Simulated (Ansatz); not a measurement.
Compare A (`O=CC1(O)CC1`) with its isomer B (`COC1C=CO1`).

Program: Ansatz. Geometries: PBE0-D4/def2-TZVP. ΔE: electronic, gas phase. CCSD(T)/CBS is the MP2 limit (def2-TZVPP, def2-QZVPP) plus CCSD(T) − MP2 in def2-TZVPP, frozen cores. DFT in def2-TZVPP. B3LYP here is the variant with VWN-RPA as its local correlation; programs differ in this. One conformer a species, not always the lowest.

**Question.** Which is lower in electronic energy at CCSD(T)/CBS, and by how much? (An estimate is asked.)

**Answer.** Ansatz gave: A, by 27.8 kcal/mol.

**Question.** Give E(B) − E(A) in kcal/mol with CCSD(T)/def2-TZVPP, CCSD/def2-TZVPP, B3LYP, B3LYP-D4, ωB97M-V, MP2/def2-TZVPP, PBE0-D4. (An estimate is asked.)

**Answer.** Ansatz gave: CCSD(T)/def2-TZVPP 28.0, CCSD/def2-TZVPP 28.5, B3LYP 28.3, B3LYP-D4 28.7, ωB97M-V 28.9, MP2/def2-TZVPP 30.4, PBE0-D4 30.2. None reverses the order clearly.

Largest T1 diagnostic: 0.013.

From PBE to PBE0 (25 % exact exchange), in def2-TZVPP and without D4, E(B) − E(A) moves by +0.9 kcal/mol.
